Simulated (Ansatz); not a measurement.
# SiH3F (SMILES F[SiH3]): levels of theory compared

Aim: a comparison of 6 runs (BLYP/STO-3G, CAM-B3LYP/STO-3G, PBE/STO-3G, UB3LYP/STO-3G, revPBE/STO-3G, RPA@PBE/STO-3G) of SiH3F. 

The calculation is run with Ansatz 0.2.0.

57 further runs of the same task are left out: 2 that didn't finish, 55 set aside as unsound or not needed.

## 1. The molecule

SiH3F has 5 atoms, charge 0, and is taken as a singlet. As SMILES, `F[SiH3]`. The H3–Si2 distance was set to 2.964 Å, away from the relaxed value. At this shape a bond of the SMILES string is far longer than usual.

Bond lengths: F1–Si2 1.600 Å, Si2–H4 1.482 Å, Si2–H5 1.482 Å. Angles: F1–Si2–H4 108.3°, F1–Si2–H5 108.3°, H4–Si2–H5 110.6°.

## 2. The energy at BLYP/STO-3G (run 1)

The input, run.yaml:

```yaml
crystal:
  periodic: [false, false, false]
  atoms:
    - {symbol: F, position_ang: [-0.863504, 0.336098, 2.270986]}
    - {symbol: Si, position_ang: [0.454396, 0.153998, 1.382286]}
    - {symbol: H, position_ang: [-0.367800, -0.192600, -1.443700]}
    - {symbol: H, position_ang: [1.179696, -1.044602, 1.864586]}
    - {symbol: H, position_ang: [1.291596, 1.366698, 1.536386]}
basis:
  gaussian:
    orbitals: STO-3G
hamiltonian:
  xc: {name: BLYP}
accuracy: high
```

Launch:

```sh
$ ansatz run run.yaml --threads 1 --pin off --max-ram 2610MiB --events-out events.jsonl --progress --plain --runs-dir runs
```

The log of the run:

```text
Warning: RAYON_NUM_THREADS=1 ignored (pool sized by the plan → 1); use --threads N
Functional definition: BLYP
  name "BLYP"
  parameter beta = 0.0042
  parameter a = 0.04918
  parameter b = 0.132
  parameter c = 0.2533
  parameter d = 0.349
  exchange = b88_x(beta = beta)
  correlation = lyp_c(a = a, b = b, c = c, d = d)
290 factors; integrals over basis functions are off by at most 3.1e-8 eV
mean field evaluation 1: about -10497.6250 eV, gradient 2.7e1 eV
mean field evaluation 2: about -10489.7713 eV, gradient 2.8e1 eV
mean field evaluation 4: about -10505.1171 eV, gradient 5.9e0 eV
mean field evaluation 8: about -10505.1171 eV, gradient 5.9e0 eV
mean field evaluation 16: about -10505.2058 eV, gradient 8.0e-8 eV
mean field -10505.20580462 eV, -386.0591926354 hartree, gradient 8.0e-8 eV, S^2 0.000000; 0 other end points of the search recorded, 0 dependent functions left out
reference -10505.20584017 eV, -386.0591939421 hartree; 13, 13 occupied and 4, 4 virtual orbitals, 290 factors
Total energy: -10505.20584017 eV, -386.0591939421 hartree
```

Wall time 1.1 s (1 thread of Intel Xeon Platinum 8259CL at 2.50GHz (Skylake/Cascade Lake), shared host).

## 3. The energy at CAM-B3LYP/STO-3G (run 2)

The input, run.yaml:

```yaml
crystal:
  periodic: [false, false, false]
  atoms:
    - symbol: F
      position_ang: [-0.863504, 0.336098, 2.270986]
    - symbol: Si
      position_ang: [0.454396, 0.153998, 1.382286]
    - symbol: H
      position_ang: [-0.367800, -0.192600, -1.443700]
    - symbol: H
      position_ang: [1.179696, -1.044602, 1.864586]
    - symbol: H
      position_ang: [1.291596, 1.366698, 1.536386]
basis:
  gaussian:
    orbitals: STO-3G
hamiltonian:
  xc: {name: CAM-B3LYP}
accuracy: high
```

Launch:

```sh
$ ansatz run run.yaml --threads 1 --pin off --max-ram 2610MiB --events-out events.jsonl --progress --plain --runs-dir runs
```

The log of the run:

```text
Warning: RAYON_NUM_THREADS=1 ignored (pool sized by the plan → 1); use --threads N
Functional definition: CAM-B3LYP
  name "CAM-B3LYP"
  parameter alpha = 0.19
  parameter beta = 0.46
  parameter omega = 0.33/bohr
  parameter ac = 0.81
  exchange = (1 - alpha - beta)*b88_x + beta*b88_x_sr(omega) + alpha*exact_x + beta*exact_x_lr(omega)
  correlation = (1 - ac)*vwn5_c + ac*lyp_c
290 factors; integrals over basis functions are off by at most 3.1e-8 eV
138 factors; integrals over basis functions are off by at most 6.5e-10 eV
mean field evaluation 1: about -10497.8139 eV, gradient 2.6e1 eV
mean field evaluation 2: about -10493.2669 eV, gradient 2.5e1 eV
mean field evaluation 4: about -10504.1480 eV, gradient 5.3e0 eV
mean field evaluation 8: about -10504.3377 eV, gradient 8.0e-2 eV
mean field evaluation 16: about -10504.3035 eV, gradient 2.9e-6 eV
mean field -10504.30346992 eV, -386.0260324468 hartree, gradient 3.6e-8 eV, S^2 0.000000; 0 other end points of the search recorded, 0 dependent functions left out
reference -10504.30348259 eV, -386.0260329125 hartree; 13, 13 occupied and 4, 4 virtual orbitals, 290 factors
Total energy: -10504.30348259 eV, -386.0260329125 hartree
```

It took 1.1 s on 1 thread of Intel Xeon Platinum 8259CL at 2.50GHz (Skylake/Cascade Lake), shared host; peak memory 0.11 GiB.

Runs 3 to 5 aren't shown in full; the table further down has their settings and results.

## 4. The energy at RPA@PBE/STO-3G (run 6)

The input, input.yaml:

```yaml
crystal:
  periodic: [false, false, false]
  atoms:
    - {symbol: F, position_ang: [-0.863504, 0.336098, 2.270986]}
    - {symbol: Si, position_ang: [0.454396, 0.153998, 1.382286]}
    - {symbol: H, position_ang: [-0.367800, -0.192600, -1.443700]}
    - {symbol: H, position_ang: [1.179696, -1.044602, 1.864586]}
    - {symbol: H, position_ang: [1.291596, 1.366698, 1.536386]}
basis:
  gaussian:
    orbitals: STO-3G
total_charge: 0
hamiltonian:
  xc: pbe
correlation:
  method: rpa
  frozen_orbitals: {F: 1, H: 0, Si: 5}
accuracy: high
```

Launch:

```sh
$ ansatz run input.yaml --threads 1 --pin off --max-ram 2610MiB --events-out events.jsonl --progress --plain --runs-dir runs
```

The log of the run, cut to the lines that bear on the results:

```text
Warning: RAYON_NUM_THREADS=1 ignored (pool sized by the plan → 1); use --threads N
Functional definition: PBE
  name "PBE"
[...]
290 factors; integrals over basis functions are off by at most 3.1e-8 eV
[...]
mean field -10499.73310610 eV, -385.8580746746 hartree, gradient 6.4e-8 eV, S^2 0.000000; 0 other end points of the search recorded, 0 dependent functions left out; unrestricted orbitals would lower it
unrestricted determinant -10482.39957681 eV, -385.2210792223 hartree, S^2 0.9634
6 core orbitals not correlated: weight in the atoms' cores, before any rotation towards them, 0.999 or more for the frozen orbitals, at most 0.000 for the correlated occupied ones
reference -10478.03929534 eV, -385.0608418335 hartree; 7, 7 occupied and 4, 4 virtual orbitals, 290 factors
Total energy: -10485.02481553 eV, -385.3175549656 hartree
```

Run time: 1.5 s. Hardware: 1 thread of Intel Xeon Platinum 8259CL at 2.50GHz (Skylake/Cascade Lake), shared host; peak memory 0.12 GiB.

## 5. All runs side by side

```csv
run,level,frozen core orbitals,energy (Eh),wall time
1,BLYP/STO-3G,–,-386.059194,1.1 s
2,CAM-B3LYP/STO-3G,–,-386.026033,1.1 s
3,PBE/STO-3G,–,-385.858075,1.1 s
4,UB3LYP/STO-3G,–,-386.137463,3.9 s
5,revPBE/STO-3G,–,-386.038802,1.1 s
6,RPA@PBE/STO-3G,6,-385.317555,1.5 s
```

## 6. Results

| quantity | value |
| --- | --- |
| run 6: total energy | -385.31755 Eh |
| run 6: RPA correlation energy (valence) | -256.7 mEh |

In words: Totals of different functionals can't be ranked against each other. In run 6 the log says that unrestricted orbitals would lower the reference, so the values rest on an unstable closed-shell determinant (other closed-shell runs at this shape may share the fault). In runs 1, 2, 3, 4, 5, 6 the basis is minimal, so the values are rough. In runs 1, 2, 3, 5, 6 a closed-shell determinant meets a far-stretched bond, which it describes badly. Spin contamination of the reference: run 4 ⟨S²⟩ = 0.82. Where it is this large, the reference is a mixture of spin states, and values that rest on it are in doubt. All runs together took 9.8 s, the longest 3.9 s.
